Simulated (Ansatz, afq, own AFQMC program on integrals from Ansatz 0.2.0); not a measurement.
**Where AFQMC and coupled cluster stand for WCl, sextet**

```xyz
2

W     0.0000    0.0000    0.0000
Cl    0.0000    0.0000    2.2330
```

Basis def2-TZVP with its core potentials. Only valence electrons are correlated. Ansatz 0.2.0 and our own AFQMC program on the same integrals; the CISD trial comes from CCSD amplitudes, and released means the phaseless constraint is let go. ± is one standard error of the sampling. No spin–orbit coupling. The metal's outer-core s and p shells are frozen, which shifts wave-function levels against functionals.

Determinant: UHF, the one that the program's search chose, which needn't be the lowest solution. The geometry is a PBE0/def2-TZVP stationary point of this or a neighbouring charge and spin state.

No full CI on the walks' own integrals is used here; CCSDT(Q) serves as the reference and is uncertain by about the last step of the cluster series.

Cautions: no spin-orbit coupling; outer-core shells of the metal frozen; higher spins were not checked; the released energies have errors that jump between times, so the bars are unsure, so no released level is given (meV from the phaseless value at times in 1/Eh: 10 ± 15 at 0.24, -11 ± 5 at 0.50, -20 ± 3 at 1.00, -21 ± 4 at 1.50), though the last usable value meets CCSDT(Q) within the noise.

```
T1 diagnostic                               : 0.0186
weight of the determinant in the CISD state : 0.879
⟨S²⟩ of the determinant                     : 8.767
size of the correlated space                : 13 electrons in 68 orbitals
```

```
  level  correlation energy (eV)
    MP2                  -7.1612
   CCSD                  -7.7786
CCSD(T)                  -8.0896
```

Q: Estimate where phaseless AFQMC with a CISD trial lies against CCSD(T) on the same integrals.

A: 1.6 ± 0.4 kJ/mol below CCSD(T).

Reference: CCSDT(Q), correlation energy -8.126 eV.

| level | E − E(reference) (kJ/mol) | share of correlation (%) |
| --- | --- | --- |
| CCSD(T) | 3.5 | 99.55 |
| CCSDT | 1.5 | 99.80 |
| ph-AFQMC/CISD | 1.9 ± 0.4 | 99.76 |

A walk keeps the symmetry of its determinant, which the program's search chose and which needn't be the lowest solution, so a lower state of the same spin and another symmetry isn't excluded.
